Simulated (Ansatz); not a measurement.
**AlHO2 (SMILES [O]=[Al][OH]): levels of theory compared**

Wanted: a comparison of 5 runs (B2PLYP/STO-3G, MP2/STO-3G, BCCD(T)/STO-3G, CCSDTQ/STO-3G, UCCSD(T)/STO-3G) of AlHO2. 

Program for the calculation: Ansatz 0.2.0.

62 further runs of the same task are left out: 8 that didn't finish, 54 set aside as unsound or not needed.

## Step 1: The system as given

The species is AlHO2 (4 atoms), meant as a singlet with charge 0. SMILES: `[O]=[Al][OH]`. The H4–O3 distance was set to 2.373 Å, away from the relaxed value. At this shape a bond of the SMILES string is far longer than usual.

Bond lengths: O1–Al2 1.572 Å, Al2–O3 1.628 Å. Angles: O1–Al2–O3 180.0°.

## Step 2: A single-point energy at B2PLYP/STO-3G (run 1)

job.yaml

```yaml
crystal:
  periodic: [false, false, false]
  atoms:
    - {symbol: O, position_ang: [-2.629388, -2.304864, -1.059708]}
    - {symbol: Al, position_ang: [-1.497578, -1.316194, -0.599838]}
    - {symbol: O, position_ang: [-0.324808, -0.292084, -0.123408]}
    - {symbol: H, position_ang: [1.381100, 1.209770, 0.557430]}
basis:
  gaussian:
    orbitals: STO-3G
hamiltonian:
  xc: {name: B2PLYP}
correlation:
  frozen_orbitals: {Al: 5, H: 0, O: 1}
accuracy: high
```

The run is started by

```
ansatz run job.yaml --threads 1 --pin off --max-ram 2610MiB --events-out events.jsonl --progress --plain --runs-dir runs
```

Output:

```text
Warning: RAYON_NUM_THREADS=1 ignored (pool sized by the plan → 1); use --threads N
Functional definition: B2PLYP
  name "B2PLYP"
  parameter a = 0.53
  parameter c = 0.27
  exchange = (1 - a)*b88_x + a*exact_x
  correlation = (1 - c)*lyp_c + c*(mp2_os + mp2_ss)
342 factors; integrals over basis functions are off by at most 9.9e-9 eV
mean field evaluation 1: about -10534.2618 eV, gradient 4.7e1 eV
mean field evaluation 2: about -10534.2638 eV, gradient 4.7e1 eV
mean field evaluation 4: about -10529.7994 eV, gradient 5.9e1 eV
mean field evaluation 8: about -10541.6201 eV, gradient 1.8e1 eV
mean field evaluation 16: about -10549.7641 eV, gradient 6.5e-1 eV
mean field evaluation 32: about -10549.8245 eV, gradient 3.2e-7 eV
mean field evaluation 64: about -10549.8218 eV, gradient 6.9e-2 eV
mean field evaluation 96: about -10520.7453 eV, gradient 4.0e1 eV
mean field -10549.82451901 eV, -387.6989001456 hartree, gradient 3.8e-8 eV, S^2 0.000000; 2 other end points of the search recorded, 0 dependent functions left out; unrestricted orbitals would lower it
7 core orbitals not correlated: weight in the atoms' cores, before any rotation towards them, 1.000 or more for the frozen orbitals, at most 0.000 for the correlated occupied ones
reference -10549.82453620 eV, -387.6989007775 hartree; 8, 8 occupied and 5, 5 virtual orbitals, 342 factors
second order -15.52966902 eV of doubles, -0.00000000 eV of singles
Total energy: -10554.01754683 eV, -387.8529910762 hartree
```

It took 2.9 s on 1 thread of Intel Xeon 6975P-C (Granite Rapids), shared host; peak memory 0.11 GiB.

## Step 3: The energy at MP2/STO-3G (run 2)

input.yaml

```yaml
crystal:
  periodic: [false, false, false]
  atoms:
    - {symbol: O, position_ang: [-2.629388, -2.304864, -1.059708]}
    - {symbol: Al, position_ang: [-1.497578, -1.316194, -0.599838]}
    - {symbol: O, position_ang: [-0.324808, -0.292084, -0.123408]}
    - {symbol: H, position_ang: [1.381100, 1.209770, 0.557430]}
basis:
  gaussian: {orbitals: STO-3G}
correlation: {method: mp2, frozen_orbitals: {Al: 5, H: 0, O: 1}}
accuracy: high
```

The run is started by

```
ansatz run input.yaml --threads 1 --pin off --max-ram 2610MiB --events-out events.jsonl --progress --plain --runs-dir runs
```

Output, shortened:

```text
Warning: RAYON_NUM_THREADS=1 ignored (pool sized by the plan → 1); use --threads N
Functional definition: HF
  name "HF"
[...]
342 factors; integrals over basis functions are off by at most 9.9e-9 eV
[...]
mean field -10525.53336308 eV, -386.8062166303 hartree, gradient 3.7e-8 eV, S^2 0.000000; 7 other end points of the search recorded, 0 dependent functions left out; unrestricted orbitals would lower it
unrestricted determinant -10532.84037673 eV, -387.0747444291 hartree, S^2 1.4275
7 core orbitals not correlated: weight in the atoms' cores, before any rotation towards them, 1.000 or more for the frozen orbitals, at most 0.000 for the correlated occupied ones
reference -10525.53336308 eV, -386.8062166303 hartree; 8, 8 occupied and 5, 5 virtual orbitals, 342 factors
second order -7.49573911 eV of doubles, -0.00000000 eV of singles
Total energy: -10533.02910218 eV, -387.0816799617 hartree
```

It took 0.73 s on 1 thread of Intel Xeon 6975P-C (Granite Rapids), shared host.

## Step 4: A single-point energy at BCCD(T)/STO-3G (run 3)

run.yaml

```yaml
crystal:
  periodic: [false, false, false]
  atoms:
    - {symbol: O, position_ang: [-2.629388, -2.304864, -1.059708]}
    - {symbol: Al, position_ang: [-1.497578, -1.316194, -0.599838]}
    - {symbol: O, position_ang: [-0.324808, -0.292084, -0.123408]}
    - {symbol: H, position_ang: [1.381100, 1.209770, 0.557430]}
basis:
  gaussian:
    orbitals: STO-3G
correlation:
  method: bccd_t
  frozen_orbitals: {Al: 5, H: 0, O: 1}
accuracy: high
scf:
  omitted_lower_state_checks: [cluster_reference, increment]
```

The run is started by

```
ansatz run run.yaml --threads 1 --pin off --max-ram 2610MiB --events-out events.jsonl --progress --plain --runs-dir runs
```

Output:

```text
Warning: RAYON_NUM_THREADS=1 ignored (pool sized by the plan → 1); use --threads N
[... 18 lines left out ...]
7 core orbitals not correlated: weight in the atoms' cores, before any rotation towards them, 1.000 or more for the frozen orbitals, at most 0.000 for the correlated occupied ones
[... 116 lines left out ...]
WARN: these amplitudes may be one of several solutions (largest doubles amplitude 0.91, level shift 9.03 eV)
Total energy: -10537.28818846 eV, -387.2381984953 hartree
Checks for a lower state left out: cluster_reference, increment
```

Wall time 0.57 s (1 thread of Intel Xeon 6975P-C (Granite Rapids), shared host).

Run 4 isn't shown in full; the table further down has it.

## Step 5: The energy at UCCSD(T)/STO-3G (run 5)

input.yaml, as its differences from that of step 3:

```diff
@@ -8,4 +8,11 @@
 basis:
-  gaussian: {orbitals: STO-3G}
-correlation: {method: mp2, frozen_orbitals: {Al: 5, H: 0, O: 1}}
+  gaussian:
+    orbitals: STO-3G
+magnetization:
+  spin_polarized: true
+correlation:
+  method: ccsd_t
+  frozen_orbitals: {Al: 5, H: 0, O: 1}
 accuracy: high
+scf:
+  omitted_lower_state_checks: [cluster_reference, increment]
```

The run is started by

```
ansatz run input.yaml --threads 1 --pin off --max-ram 2610MiB --events-out events.jsonl --progress --plain --runs-dir runs
```

Output:

```text
Warning: RAYON_NUM_THREADS=1 ignored (pool sized by the plan → 1); use --threads N
[... 24 lines left out ...]
7 core orbitals not correlated: weight in the atoms' cores, before any rotation towards them, 1.000 or more for the frozen orbitals, at most 0.000 for the correlated occupied ones
[... 48 lines left out ...]
Total energy: -10537.07188162 eV, -387.2302493656 hartree
Checks for a lower state left out: cluster_reference, increment
```

It took 1.6 s on 1 thread of Intel Xeon 6975P-C (Granite Rapids), shared host.

## Step 6: The series

| run | level | energy (Eh) | wall time |
| --- | --- | --- | --- |
| 1 | B2PLYP/STO-3G | -387.852991 | 2.9 s |
| 2 | MP2/STO-3G | -387.081680 | 0.73 s |
| 3 | BCCD(T)/STO-3G | -387.238198 | 0.57 s |
| 4 | CCSDTQ/STO-3G | -387.235138 | 20 s |
| 5 | UCCSD(T)/STO-3G | -387.230249 | 1.6 s |

## Step 7: What came out

```
                                          quantity          value
                               run 5: total energy  -387.23025 Eh
run 5: correlation energy (7 core orbitals frozen)     -155.5 mEh
                             run 5: (T) correction      -7.68 mEh
          run 5: ⟨S²⟩ of the reference determinant          1.427
                              run 5: T1 diagnostic          0.066
```

In words: In runs 1, 2, 3, 4 the log says that unrestricted orbitals would lower the reference, so the values rest on an unstable closed-shell determinant (other closed-shell runs at this shape may share the fault). In runs 1, 2, 3, 4, 5 the basis is minimal, so the values are rough. Spin contamination of the reference: run 5 ⟨S²⟩ = 1.43. Where it is this large, the reference is a mixture of spin states, and values that rest on it are in doubt. All runs together took 25 s, the longest 20 s.
